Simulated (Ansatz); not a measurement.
# CHAlN: the cost of one run

Computed with Ansatz 0.2.0, Gaussian basis. Level: def2-TZVPP, core rule «outside noble gas», up to 7 orbitals frozen.

The runs, in order: UHF; ROHF; CCSD(T) on UHF.

### 1 The system

The geometry is a PBE0/def2-TZVP stationary point (not a proven minimum) of the parent state, kept for this charge and spin.

4 atoms, charge 1, spin multiplicity 5.

Atoms are counted from 1 here; the program's logs count them from 0.

Bond lengths: Al1–N2 1.818 Å, Al1–H4 1.595 Å, N2–C3 1.194 Å. Angles: N2–Al1–H4 111.0°, Al1–N2–C3 170.0°.

Coordinates:

```xyz
4

Al    0.00000   -0.11179    1.12142
N     0.00000    0.09797   -0.68471
C     0.00000    0.02767   -1.87685
H     0.00000    1.30130    1.86028
```

### 2 UHF

File in.yaml:

```yaml
crystal:
  periodic: [false, false, false]
  atoms:
    - {symbol: Al, position_ang: [0.000000, -0.111786, 1.121424]}
    - {symbol: N, position_ang: [0.000000, 0.097969, -0.684708]}
    - {symbol: C, position_ang: [0.000000, 0.027668, -1.876852]}
    - {symbol: H, position_ang: [0.000000, 1.301302, 1.860276]}
basis:
  gaussian: {orbitals: def2-TZVPP}
total_charge: 1
magnetization: {spin_polarized: true, initial_magnetization: 4}
hamiltonian: {xc: hf}
output: {orbitals: {seedname: orbitals}}
```

Started as:

```console
$ ansatz run in.yaml --threads 1 --pin off --events-out ev --progress --plain --max-ram 4096MiB --backend cpu
```

What time and memory should one allow on 1 thread of AMD EPYC 7R13, shared host?

About 12 s, with a peak of 0.25 GiB.
